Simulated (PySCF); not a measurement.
Computed with B3LYP-D3(BJ)/def2-TZVP (PySCF 2.14.0). All species are isolated molecules in the gas phase. B3LYP has the VWN-RPA correlation part, as in Gaussian. 

Reference species (SMILES): `[F]` (neutral, multiplicity 2).

| Property | Result |
|---|---|
| dipole moment | 0.00 D |

Changed species: `[Ge]([F])([F])[F]` (radical fragment; the reference has radical fragment).

Problem. What does the change do to the dipole moment?

Solution. the dipole moment rises by 2.18 D, to 2.18 D.
